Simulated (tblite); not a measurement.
C4H10NS (doublet state).
Atom-mapped SMILES: `[CH3:1][CH2:2][NH:3][C:4]([CH3:5])[SH:6]` (hydrogens: H7, H8, H9 on C1; H10, H11 on C2; H12 on N3; H13, H14, H15 on C5; H16 on S6)

The geometry is computed with GFN2-xTB (gas phase). This method treats the open shell by occupation alone, without spin polarisation.

**Question.** Give the optimised bond lengths and angles.

**Answer.** 
```csv
bond,length (pm),order
C1–C2,152.9,single
C2–N3,145.5,single
N3–C4,137.3,single
C4–C5,149.1,single
C4–S6,177.6,single
"C1–H7, C1–H8, C1–H9",108.8,single
"C2–H10, C2–H11",109.2,single
N3–H12,101.3,single
"C5–H13, C5–H14, C5–H15",109.1,single
S6–H16,133.6,single
```

Bonds in one row agree within 1 pm and their mean is given. Orders are formal, as drawn. A selection of angles:
```csv
angle,degrees
C2–C1–H7,110.3
H7–C1–H8,108.7
H8–C1–H9,108.3
C1–C2–N3,112.7
C1–C2–H10,110.0
N3–C2–H10,108.3
H10–C2–H11,108.3
C2–N3–C4,123.0
C2–N3–H12,112.3
C4–N3–H12,112.3
N3–C4–C5,120.0
N3–C4–S6,116.3
C5–C4–S6,117.6
C4–C5–H13,109.7
C4–C5–H15,113.0
H13–C5–H14,108.6
H13–C5–H15,107.5
C4–S6–H16,96.1
```

Torsions: C1–C2–N3–C4 76° (synclinal); C2–N3–C4–C5 37° (synclinal); H16–S6–C4–N3 -149° (anticlinal). The mirror-image conformer, all signs reversed, is as good.

Of the pairs four or more bonds apart, C5···H10 is among the closest relative to their van der Waals radii: 2.64 Å, 91 % of the sum of Bondi's values. N3 (nitrogen bonded to 2 C and H) is pyramidal (angles 123.0°, 112.3° and 112.3°, sum 347.6°, 0.26 Å off the plane of its three neighbours). The 2 C–C bonds span 1.491 Å (C4–C5, drawn single) to 1.529 Å (C1–C2, drawn single), a spread of 0.038 Å. C4 (carbon bonded to C, N and S) has angles 120.0°, 117.6° and 116.3°, sum 353.9°, 0.22 Å off the plane of its three neighbours. The 2 C–N bonds span 1.373 Å (N3–C4, drawn single) to 1.455 Å (C2–N3, drawn single), a spread of 0.082 Å.

Point group: C1 (no symmetry element, even within 0.4 Å). Its GFN2-xTB frequencies are all real (lowest 65 cm⁻¹). Torsions: C1–C2–N3–C4 76°, C2–N3–C4–C5 37°, N3–C4–S6–H -149°. 3 starts were optimised and ended at 0.00, 1.82 and 1.82 kcal/mol (GFN2-xTB); the lowest of these is shown.

Time: 0.71 s wall. Hardware: one thread, Arm Neoverse V2 (aarch64), no GPU, shared host with 96 logical CPUs at a one-minute load of 71. These figures are those of the optimisation.
